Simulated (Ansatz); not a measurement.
The cluster MgF₂⁺. Total charge 1; quartet. Geometry PBE-D4/def2-TZVP; atoms count from 1.

```xyz
3

Mg   -1.4386   -0.0169    1.1477
F     0.1014   -0.6264   -0.4513
F     1.3373    0.6433   -0.6964
```

In the quartet geometry the species has come apart into loosely held pieces. In the quartet, F2 and F3 lie 1.79 Å apart (atoms count from 1), so these atoms are partly bonded to each other. At PBE0-D4/def2-TZVP a doublet of charge 1 lies 4.87 eV below the quartet, each at its own geometry. The structure comes from a short search, and lower isomers may exist.

Q: Estimate the Mulliken populations from the PBE0/def2-TZVP orbitals of Ansatz.

A: 
```csv
atom,charge (e),spin (α − β)
Mg1,0.89,0.99
F2,-0.12,0.79
F3,0.23,1.22
```
Mulliken values and Mayer orders depend strongly on the basis.

Q: Where does the spin sit?

A: Summed by element: Mg 0.99, F 2.01, of 3 unpaired in all. Largest on single atoms: F3 1.22, Mg1 0.99, F2 0.79.
